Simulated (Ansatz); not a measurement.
C₄H₄N₂ (`c1cnccn1`), relaxed with RKS PBE0-D4/def2-TZVP in the Gaussian-basis code of Ansatz from a PBE-D4/def2-SVP geometry. The force threshold is 0.005 eV/Å; the program also tests the step.

Charge 0, multiplicity 1.

Start:

```xyz
10

C     1.315    0.246   -0.037
C     0.806   -1.065   -0.086
N    -0.511   -1.317   -0.048
C    -1.315   -0.246    0.038
C    -0.806    1.065    0.084
N     0.511    1.317    0.049
H     2.404    0.432   -0.066
H     1.486   -1.932   -0.159
H    -2.403   -0.432    0.071
H    -1.486    1.932    0.155
```

Question: How much energy does the relaxation release, and in how many steps? (An estimate is asked.)

Answer: The calculation gave: 0.07 eV, in 4 steps.

Question: Which bonds change most? (Estimate.)

Answer: Ansatz gave: C4–H9 from 1.105 to 1.086 Å; C5–H10 from 1.105 to 1.086 Å; C2–H8 from 1.105 to 1.086 Å; C1–H7 from 1.105 to 1.086 Å.

Question: Give the relaxed structure. (Estimate.)

Answer: The calculation gave: 
```xyz
10

C     1.299    0.242   -0.037
C     0.797   -1.051   -0.085
N    -0.505   -1.301   -0.048
C    -1.299   -0.242    0.037
C    -0.797    1.051    0.085
N     0.505    1.301    0.048
H     2.370    0.425   -0.068
H     1.465   -1.905   -0.154
H    -2.370   -0.425    0.068
H    -1.465    1.905    0.154
```
